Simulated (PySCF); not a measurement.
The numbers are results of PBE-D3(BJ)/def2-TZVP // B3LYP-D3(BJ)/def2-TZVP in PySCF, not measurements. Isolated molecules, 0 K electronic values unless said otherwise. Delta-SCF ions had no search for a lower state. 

Reference species (SMILES): `S` (neutral, multiplicity 1).

The LUMO is -0.43 eV and the HOMO–LUMO gap is 5.76 eV. The vertical ionisation energy (Delta-SCF) is 10.35 eV and the HOMO is -6.19 eV.

After one change: the LUMO drops by 0.87 eV; the HOMO–LUMO gap drops by 1.23 eV; the vertical ionisation energy (Delta-SCF) decreases by 1.16 eV; the HOMO rises by 0.36 eV.

Question: What was changed between the two runs? The new species is one of these.
(A) `OS` (H–O–S–H torsion 91°)
(B) `CC(C)(C)S` (C–C–S–H torsion 180°)
(C) `CNS` (C–N–S–H torsion 61°)
(D) `C#CS`

Answer: D, `C#CS`
